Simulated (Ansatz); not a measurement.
# C₂H₄F₂O: how energies converge with the basis set

The task here is to estimate one member of a computed series from the others.

Method: one geometry, several basis sets; program: Ansatz 0.2.0, Gaussian basis.

Plan: PBE0-D4/def2-SVP; ωB97M-V/def2-SVP; PBE0-D4/def2-QZVPP; ωB97M-V/def2-QZVPP; the functionals' def2-TZVPP values are taken from earlier runs.

## Structure used throughout

An earlier PBE0-D4 in a triple-zeta def2 set relaxation fixed the geometry.

SMILES `OC(F)CF`, 9 atoms, charge 0, spin multiplicity 1.

Atoms are counted from 1 here; the program's logs count them from 0.

Bond lengths: O1–C2 1.366 Å, O1–H6 0.965 Å, C2–F3 1.385 Å, C2–C4 1.513 Å, C2–H7 1.094 Å, C4–F5 1.382 Å, C4–H8 1.093 Å, C4–H9 1.092 Å. Angles: C2–O1–H6 108.0°, O1–C2–F3 110.3°, O1–C2–C4 112.6°, O1–C2–H7 107.9°, F3–C2–C4 108.2°, F3–C2–H7 107.0°, C4–C2–H7 110.7°, C2–C4–F5 108.9°, C2–C4–H8 109.8°, C2–C4–H9 110.7°, F5–C4–H8 108.2°, F5–C4–H9 108.7°, H8–C4–H9 110.4°.

Set-up of the first run:

The input, in.yaml:

```yaml
crystal:
  periodic: [false, false, false]
  atoms:
    - {symbol: O, position_ang: [0.966820, 1.065548, -0.641672]}
    - {symbol: C, position_ang: [0.688260, -0.156278, -0.097355]}
    - {symbol: F, position_ang: [0.780523, -1.144532, -1.062710]}
    - {symbol: C, position_ang: [-0.694070, -0.220020, 0.513198]}
    - {symbol: F, position_ang: [-1.606400, 0.297824, -0.386607]}
    - {symbol: H, position_ang: [0.198182, 1.345648, -1.154060]}
    - {symbol: H, position_ang: [1.452968, -0.370657, 0.655009]}
    - {symbol: H, position_ang: [-0.727048, 0.388342, 1.420766]}
    - {symbol: H, position_ang: [-0.970835, -1.252175, 0.736329]}
basis:
  gaussian: {orbitals: def2-SVP}
hamiltonian: {xc: pbe0, dispersion: d4}
output: {orbitals: {seedname: orbitals}}
```

The run is started by

```
$ ansatz run in.yaml --threads 2 --pin off --events-out ev --progress --plain --max-ram 4352MiB
```

Among the steps run: PBE0-D4 in def2-SVP; ωB97M-V in def2-SVP; PBE0-D4 in def2-QZVPP; ωB97M-V in def2-QZVPP.

One of the session's tables, all rows but one given; the rest of the session is left out.

It belongs to the step «Functionals by basis». 

```
functional       basis  HOMO (eV)  LUMO (eV)
   PBE0-D4    def2-SVP      -8.97       1.80
   PBE0-D4  def2-TZVPP      -9.20       1.06
   PBE0-D4  def2-QZVPP          ?          ?
   ωB97M-V    def2-SVP     -11.40       3.60
   ωB97M-V  def2-TZVPP     -11.65       2.70
   ωB97M-V  def2-QZVPP     -11.70       1.92
```

**Question.** Estimate the row for PBE0-D4, def2-QZVPP.

**Answer.** HOMO (eV): -9.25; LUMO (eV): 0.64. In the column «HOMO (eV)» it lies between ωB97M-V, def2-SVP (-11.40) and PBE0-D4, def2-TZVPP (-9.20).
